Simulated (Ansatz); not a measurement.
Consider the isomerisation: `N/C=C(\O)F` → `NC1(F)CO1`.

Computed with Ansatz on PBE0-D4/def2-TZVP structures; ΔE is electronic, products minus reactants. CCSD(T)/CBS adds triple-zeta CCSD(T) − MP2 to the extrapolated MP2 energy (def2 sets, frozen cores). This one scheme is used for every species. Functionals use def2-TZVPP. B3LYP here is the variant with VWN-RPA as its local correlation; programs differ in this. Each species was taken in one conformer, which may not be the lowest.

```json
{"level": "PBE0-D4", "ΔE (kJ/mol)": "20.1"}
{"level": "B3LYP-D4", "ΔE (kJ/mol)": "34.8"}
{"level": "ωB97M-V", "ΔE (kJ/mol)": "20.2"}
{"level": "PBE", "ΔE (kJ/mol)": "25.2"}
{"level": "B3LYP", "ΔE (kJ/mol)": "35.0"}
{"level": "MP2/def2-TZVPP", "ΔE (kJ/mol)": "16.3"}
{"level": "CCSD/def2-TZVPP", "ΔE (kJ/mol)": "21.0"}
{"level": "CCSD/CBS(def2)", "ΔE (kJ/mol)": "25.5"}
```

(1) What does CCSD(T)/CBS give? (Best estimate.)

Largest T1 diagnostic among the species: 0.012.

## Answers

(1) Computed: +25.8 kJ/mol. The listed levels differ from it by -5.7, 9.0, -5.6, -0.6, 9.2, -9.5, -4.8, -0.3 kJ/mol.

In def2-TZVPP, CCSD(T) changes the Hartree–Fock value by −4.5 kJ/mol (the triples alone add +0.3 kJ/mol) and MP2 by −9.5 kJ/mol. From PBE to PBE0 (25 % exact exchange), in def2-TZVPP and without D4, ΔE moves by −5.1 kJ/mol.
